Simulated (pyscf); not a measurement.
Thermochemistry of product channels of H₂N–Zr(Cl)(Cl)–Cl + H atom (H•) on the doublet surface, in kcal/mol, from ωB97M-D3(BJ)/def2-TZVP energies (ideal gas, 1 atm, RRHO with modes under 100 cm⁻¹ raised to 100, one conformer, R ln 2 for rigid chiral ones). Optimised with ωB97X-D3(BJ)/def2-SVP in PySCF.

| products | ΔE | ΔH(298 K) | ΔG(298 K) | ΔG(600 K) |
|---|---|---|---|---|
| amino radical (NH₂•) + Cl–ZrH(Cl)–Cl | +29.6 | +29.7 | +27.5 | +25.7 |
| H₂N–ZrH(Cl)–Cl + Cl atom (Cl•) | +41.0 | +43.3 | +42.6 | +42.3 |
| HN=Zr(Cl)–Cl + Cl atom (Cl•) + hydrogen (H₂) | +81.1 | +80.2 | +71.6 | +63.0 |
| [HN–Zr(Cl)(Cl)–Cl]• + hydrogen (H₂) | +10.3 | +9.3 | +8.4 | +7.6 |

These are energies of the channels, which say nothing of barriers. Left out: orbital degeneracy and the spin-orbit lowering of Cl. Open-shell species with a d-block atom are single-reference here; other states, and whether the spin sits on metal or ligand, were not checked. Elements past Kr carry the def2 core potentials, without spin-orbit coupling.
